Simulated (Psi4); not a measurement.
**OF (Oxygen monofluoride) at UHF/def2-SVP (sweep point 2)**

What is the vertical doublet–quartet gap of OF (Oxygen monofluoride) at UHF/def2-SVP (sweep point 2)? 

The results are computed with Psi4 1.11.

### Step 1. Starting point

OF: 2 atoms, total charge 0, spin state doublet. SMILES: `[O]F`. Geometry: relaxed at GFN2-xTB.

Bond lengths: O1–F2 1.298 Å.

### Step 2. A single-point energy at UHF/def2-SVP (sweep point 2)

input.in

```
memory 1600 MB

molecule molecule1 {
  0 2
  O      0.000000     0.000000     0.000000
  F      0.000000     0.000000     1.298450
  units angstrom
  symmetry c1
}

set reference uhf
set puream true
set scf_type pk
set maxiter 150

energy('scf/def2-SVP')
```

Command:

```bash
$ psi4 -n 1 input.in input.out
```

input.out:

```text
[...]
  Running in c1 symmetry.
[...]
  Nuclear repulsion =   29.343262480834841
[...]
  Multiplicity = 2
[...]
  Nalpha       = 9
  Nbeta        = 8
[...]
    Number of basis functions: 28
[...]
   @UHF iter   1:  -173.92315893496240   -6.11940e-01   1.10578e-02 ADIIS/DIIS
[...]
   @UHF iter  12:  -173.97710030955105   -1.10273e-09   3.39126e-07 DIIS
[...]
   @S^2 Observed:                7.586473756E-01
[...]
    Orbital Energies [Eh]
    ---------------------
    Alpha Occupied:
       1A    -26.384529     2A    -20.748437     3A     -1.743229
       4A     -1.287926     5A     -0.846988     6A     -0.802159
       7A     -0.757270     8A     -0.632925     9A     -0.569103
    Alpha Virtual:
      10A      0.270522    11A      0.995866    12A      1.061076
      13A      1.113485    14A      1.117001    15A      1.423397
      16A      1.434884    17A      1.447817    18A      1.857998
      19A      2.610619    20A      2.657112    21A      2.795328
      22A      2.798763    23A      3.005818    24A      3.395098
      25A      3.395125    26A      3.776096    27A      3.803394
[...]
  @UHF Final Energy:  -173.97710030955105
   => Energetics <=
    Nuclear Repulsion Energy =             29.3432624808348415
    One-Electron Energy =                -300.1400164844341134
    Two-Electron Energy =                  96.8196536940482417
    Total Energy =                       -173.9771003095510480
  UHF NO Occupations:
  HONO-2 :    7  A 1.9992159
  HONO-1 :    8  A 1.9974203
[...]
 Multipole Moments:
 ------------------------------------------------------------------------------------
     Multipole            Electronic (a.u.)      Nuclear  (a.u.)        Total (a.u.)
 ------------------------------------------------------------------------------------
 L = 1.  Multiply by 2.5417464519 to convert [e a0] to [Debye]
 Dipole X            :          0.0000000            0.0000000            0.0000000
 Dipole Y            :          0.0000000            0.0000000            0.0000000
 Dipole Z            :          0.4425152           -0.5632697           -0.1207545
 Magnitude           :                                                    0.1207545
[...]
```

Wall time 2.1 s (1 thread of Intel Xeon Platinum 8259CL at 2.50GHz (Skylake/Cascade Lake), shared host); peak memory 0.18 GiB.

### Step 3. The quartet

input.inp

```
memory 1.6 GB

molecule m {
  0 4
  O      0.000000     0.000000     0.000000
  F      0.000000     0.000000     1.298450
  units angstrom
  symmetry c1
}

set {
  basis     def2-SVP
  reference uhf
  puream    true
  scf_type  pk
  maxiter   150
}

energy_value, wavefunction = energy("scf", return_wfn=True)
```

Command:

```bash
$ psi4 -i input.inp -o input.out -n 1
```

input.out:

```text
[...]
  Running in c1 symmetry.
[...]
  Nuclear repulsion =   29.343262480834841
[...]
  Multiplicity = 4
[...]
  Nalpha       = 10
  Nbeta        = 7
[...]
    Number of basis functions: 28
[...]
   @UHF iter   1:  -173.75944120382027   -4.48222e-01   9.99195e-03 DIIS/ADIIS
[...]
   @UHF iter  11:  -173.81541062815521   -1.14991e-09   1.58101e-07 DIIS
[...]
   @S^2 Observed:                3.772405680E+00
[...]
    Orbital Energies [Eh]
    ---------------------
    Alpha Occupied:
       1A    -26.302597     2A    -20.776710     3A     -1.787078
       4A     -1.378663     5A     -0.908242     6A     -0.855578
       7A     -0.855578     8A     -0.634610     9A     -0.634610
      10A     -0.370966
    Alpha Virtual:
      11A      0.949957    12A      1.035515    13A      1.036968
      14A      1.036968    15A      1.430943    16A      1.467187
      17A      1.467187    18A      1.837827    19A      2.607936
      20A      2.607936    21A      2.712853    22A      2.712853
      23A      2.957531    24A      3.430447    25A      3.430447
[...]
  @UHF Final Energy:  -173.81541062815521
   => Energetics <=
    Nuclear Repulsion Energy =             29.3432624808348415
    One-Electron Energy =                -300.4467494998941106
    Two-Electron Energy =                  97.2880763909040809
    Total Energy =                       -173.8154106281552060
  UHF NO Occupations:
  HONO-2 :    8  A 1.0000000
  HONO-1 :    9  A 1.0000000
[...]
 Multipole Moments:
 ------------------------------------------------------------------------------------
     Multipole            Electronic (a.u.)      Nuclear  (a.u.)        Total (a.u.)
 ------------------------------------------------------------------------------------
 L = 1.  Multiply by 2.5417464519 to convert [e a0] to [Debye]
 Dipole X            :          0.0000000            0.0000000            0.0000000
 Dipole Y            :          0.0000000            0.0000000            0.0000000
 Dipole Z            :          0.0761391           -0.5632697           -0.4871306
 Magnitude           :                                                    0.4871306
[...]
```

It took 2.1 s on 1 thread of Intel Xeon Platinum 8259CL at 2.50GHz (Skylake/Cascade Lake), shared host; peak memory 0.19 GiB.

### Step 4. Outcome

Level: UHF/def2-SVP (sweep point 2).

| quantity | value |
| --- | --- |
| doublet: total energy | -173.97710 Eh |
| doublet: dipole moment | 0.31 D |
| doublet: HOMO energy (highest over α and β) | -14.48 eV |
| doublet: LUMO energy (lowest over α and β) | 2.46 eV |
| doublet: ⟨S²⟩ | 0.759 |
| quartet: total energy | -173.81541 Eh |
| quartet: dipole moment | 1.24 D |
| quartet: HOMO energy (highest over α and β) | -10.09 eV |
| quartet: LUMO energy (lowest over α and β) | 2.75 eV |
| quartet: ⟨S²⟩ | 3.772 |
| vertical energy of the quartet above the doublet | 4.400 eV |

What this shows: At this shape the quartet lies 4.40 eV (101 kcal/mol) above the doublet.
